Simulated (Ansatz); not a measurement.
# C2H2O (SMILES C=C=O): levels of theory compared

We compute a comparison of 6 runs (B2PLYP/STO-3G, PBE/STO-3G, UPBE/STO-3G, MP2/STO-3G, CCSD(T)/STO-3G, UCCSD(T)/STO-3G) of C2H2O. 

The calculation is run with Ansatz 0.2.0.

57 further runs of the same task are left out: 10 that didn't finish, 47 set aside as unsound or not needed.

## Step 1: The structure to begin with

The species is C2H2O (5 atoms), meant as a singlet with charge 0. As SMILES, `C=C=O`. The O3–C2 distance was set to 1.445 Å, away from the relaxed value.

Bond lengths: C1–C2 1.307 Å, C2–O3 1.445 Å, C1–H4 1.080 Å, C1–H5 1.080 Å. Angles: C1–C2–O3 180.0°, C2–C1–H4 119.5°, C2–C1–H5 119.5°, H4–C1–H5 121.1°.

## Step 2: The energy at B2PLYP/STO-3G (run 1)

The input, input.yaml:

```yaml
crystal:
  periodic: [false, false, false]
  atoms:
    - {symbol: C, position_ang: [-0.560192, 0.435774, -0.410727]}
    - {symbol: C, position_ang: [0.336908, -0.273026, 0.222473]}
    - {symbol: O, position_ang: [1.329000, -1.057000, 0.922700]}
    - {symbol: H, position_ang: [-1.402492, -0.060526, -0.869127]}
    - {symbol: H, position_ang: [-0.446892, 1.508174, -0.466827]}
basis:
  gaussian:
    orbitals: STO-3G
correlation:
  frozen_orbitals: {C: 1, H: 0, O: 1}
hamiltonian:
  xc: {name: B2PLYP}
accuracy: high
```

On the command line:

```
ansatz run input.yaml --threads 1 --pin off --max-ram 2610MiB --events-out events.jsonl --progress --plain --runs-dir runs
```

Log:

```text
Warning: RAYON_NUM_THREADS=1 ignored (pool sized by the plan → 1); use --threads N
Functional definition: B2PLYP
  name "B2PLYP"
  parameter a = 0.53
  parameter c = 0.27
  exchange = (1 - a)*b88_x + a*exact_x
  correlation = (1 - c)*lyp_c + c*(mp2_os + mp2_ss)
292 factors; integrals over basis functions are off by at most 2.1e-8 eV
mean field evaluation 1: about -4083.9969 eV, gradient 3.3e1 eV
mean field evaluation 2: about -4083.9675 eV, gradient 3.3e1 eV
mean field evaluation 4: about -4087.4341 eV, gradient 8.4e0 eV
mean field evaluation 8: about -4087.6338 eV, gradient 1.8e-1 eV
mean field evaluation 16: about -4087.6340 eV, gradient 6.9e-6 eV
mean field -4087.63401190 eV, -150.2177792396 hartree, gradient 3.2e-8 eV, S^2 0.000000; 0 other end points of the search recorded, 0 dependent functions left out; unrestricted orbitals would lower it
3 core orbitals not correlated: weight in the atoms' cores, before any rotation towards them, 1.000 or more for the frozen orbitals, at most 0.000 for the correlated occupied ones
reference -4087.63402699 eV, -150.2177797939 hartree; 8, 8 occupied and 6, 6 virtual orbitals, 292 factors
second order -8.75346483 eV of doubles, -0.00000000 eV of singles
Total energy: -4089.99746249 eV, -150.3046344467 hartree
```

Run time: 0.82 s. Hardware: 1 thread of Intel Xeon Platinum 8488C (Sapphire Rapids), shared host; peak memory 0.11 GiB.

## Step 3: A single-point energy at PBE/STO-3G (run 2)

The input, job.yaml:

```yaml
crystal:
  periodic: [false, false, false]
  atoms:
    - {symbol: C, position_ang: [-0.560192, 0.435774, -0.410727]}
    - {symbol: C, position_ang: [0.336908, -0.273026, 0.222473]}
    - {symbol: O, position_ang: [1.329000, -1.057000, 0.922700]}
    - {symbol: H, position_ang: [-1.402492, -0.060526, -0.869127]}
    - {symbol: H, position_ang: [-0.446892, 1.508174, -0.466827]}
basis:
  gaussian: {orbitals: STO-3G}
hamiltonian: {xc: pbe}
accuracy: high
```

On the command line:

```
ansatz run job.yaml --threads 1 --pin off --max-ram 2610MiB --events-out events.jsonl --progress --plain --runs-dir runs
```

Log:

```text
Warning: RAYON_NUM_THREADS=1 ignored (pool sized by the plan → 1); use --threads N
Functional definition: PBE
  name "PBE"
  parameter kappa = 0.804
  parameter beta = 0.06672455060314922
  exchange = pbe_x(kappa = kappa, mu = beta*pi^2/3)
  correlation = pbe_c(beta = beta)
292 factors; integrals over basis functions are off by at most 2.1e-8 eV
mean field evaluation 1: about -4090.5358 eV, gradient 2.0e1 eV
mean field evaluation 2: about -4066.5280 eV, gradient 9.9e1 eV
mean field evaluation 4: about -4091.6290 eV, gradient 4.8e0 eV
mean field evaluation 8: about -4091.5840 eV, gradient 1.1e-1 eV
mean field evaluation 16: about -4091.5840 eV, gradient 5.0e-6 eV
mean field -4091.58401928 eV, -150.3629393332 hartree, gradient 2.8e-8 eV, S^2 0.000000; 0 other end points of the search recorded, 0 dependent functions left out
reference -4091.58402080 eV, -150.3629393892 hartree; 11, 11 occupied and 6, 6 virtual orbitals, 292 factors
Total energy: -4091.58402080 eV, -150.3629393892 hartree
```

Run time: 0.56 s. Hardware: 1 thread of Intel Xeon Platinum 8488C (Sapphire Rapids), shared host; peak memory 0.11 GiB.

Runs 3 to 5 aren't shown in full; the table further down has their settings and results.

## Step 4: A single-point energy at UCCSD(T)/STO-3G (run 6)

Edit job.yaml of step 3 so:

```diff
@@ -9,4 +9,11 @@
 basis:
-  gaussian: {orbitals: STO-3G}
-hamiltonian: {xc: pbe}
+  gaussian:
+    orbitals: STO-3G
+magnetization:
+  spin_polarized: true
+correlation:
+  method: ccsd_t
+  frozen_orbitals: {C: 1, H: 0, O: 1}
 accuracy: high
+scf:
+  omitted_lower_state_checks: [cluster_reference, increment]
```

On the command line:

```
ansatz run job.yaml --threads 1 --pin off --max-ram 2610MiB --events-out events.jsonl --progress --plain --runs-dir runs
```

Log:

```text
Warning: RAYON_NUM_THREADS=1 ignored (pool sized by the plan → 1); use --threads N
[... 14 lines left out ...]
3 core orbitals not correlated: weight in the atoms' cores, before any rotation towards them, 1.000 or more for the frozen orbitals, at most 0.000 for the correlated occupied ones
[... 36 lines left out ...]
Total energy: -4078.94978959 eV, -149.8986399559 hartree
Checks for a lower state left out: cluster_reference, increment
```

Run time: 0.36 s. Hardware: 1 thread of Intel Xeon Platinum 8488C (Sapphire Rapids), shared host.

## Step 5: The series

```tsv
run	level	frozen core orbitals	energy (Eh)	wall time
1	B2PLYP/STO-3G	3	-150.304634	0.82 s
2	PBE/STO-3G	–	-150.362939	0.56 s
3	UPBE/STO-3G	–	-150.362939	0.95 s
4	MP2/STO-3G	3	-149.857124	0.12 s
5	CCSD(T)/STO-3G	3	-149.904033	0.14 s
6	UCCSD(T)/STO-3G	3	-149.898640	0.36 s
```

## Step 6: Summary of results

| quantity | value |
| --- | --- |
| run 6: total energy | -149.89864 Eh |
| run 6: correlation energy (3 core orbitals frozen) | -209.5 mEh |
| run 6: (T) correction | -5.74 mEh |
| run 6: ⟨S²⟩ of the reference determinant | 1.094 |
| run 6: T1 diagnostic | 0.100 |

Totals of different functionals can't be ranked against each other. In run 5 the T1 diagnostic is large, so a single reference may not serve. In runs 1, 4, 5 the log says that unrestricted orbitals would lower the reference, so the values rest on an unstable closed-shell determinant (other closed-shell runs at this shape may share the fault). In runs 1, 2, 3, 4, 5, 6 the basis is minimal, so the values are rough. Spin contamination of the reference: run 6 ⟨S²⟩ = 1.09. Where it is this large, the reference is a mixture of spin states, and values that rest on it are in doubt. All runs together took 3 s, the longest 0.95 s.
